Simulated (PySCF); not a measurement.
## Bond length, frequency and bond energy of CN by level of theory

State: ²Σ⁺ (doublet), unpaired electrons σ ↑. Set-up: PySCF, spin-free X2C with a Gaussian nucleus, basis sets C x2c-SVPall, N x2c-SVPall. De refers to C + N in their high-spin ground configurations, without counterpoise correction. The functionals are run spin-unrestricted. A positive dipole means C(−)N(+).

```csv
Level,Re (Å),ωe (cm⁻¹),De (eV),μ (D)
ROHF,1.134,2502,3.80,-2.28
ROHF-MP2,1.197,1868,7.61,n/a
ROHF-SCS-MP2,1.192,1922,7.43,n/a
ROHF-CCSD,1.177,2165,6.94,n/a
ROHF-CCSD(T),1.186,2089,7.28,n/a
PBE,1.182,2117,8.62,-1.03
PBEsol,1.181,2132,8.92,-1.05
revPBE,1.185,2101,8.25,-1.04
PW91,1.181,2119,8.58,-1.04
r²SCAN,1.172,2175,7.73,-1.38
PBE0,1.167,2215,7.78,-1.44
```

Problem. Which functional lies closest to ROHF-CCSD(T) in De, which farthest, and by how much do they differ from it?

Solution. Closest is r²SCAN (-1.4 pm in Re, +4.1 % in ωe, +0.45 eV in De against ROHF-CCSD(T) in the same basis), farthest PBEsol (-0.5 pm in Re, +2.1 % in ωe, +1.64 eV in De). CCSD(T) converges more slowly with the basis than the functionals do and binds too weakly in this one, so the order can change at the basis-set limit.

Problem. What does the step from GGA to meta-GGA do here, going from PBE to r²SCAN?

Solution. r²SCAN less PBE: -1.0 pm in Re, +2.7 % in ωe, -0.89 eV in De. 

Problem. What does second-order correlation do here, going from ROHF to ROHF-MP2?

Solution. ROHF-MP2 less ROHF: +6.3 pm in Re, -25.3 % in ωe, +3.81 eV in De. Correlation nearly always deepens the well. The bond lengthens, as in strong covalent bonds, where excitations into antibonding orbitals dominate.

Correlated steps freeze 2 core orbitals. Correlated levels converge slowly with the basis: in double zeta they bind strong bonds too weakly, by up to about 1 eV, and carry superposition errors of some tenths. The CCSD T1 diagnostic is raised, a sign that a single reference may not be enough here. UHF is strongly spin-contaminated for CN, so the ROHF reference used there is far from stable. The state was picked by a PBE0 search and need not be the measured ground state.
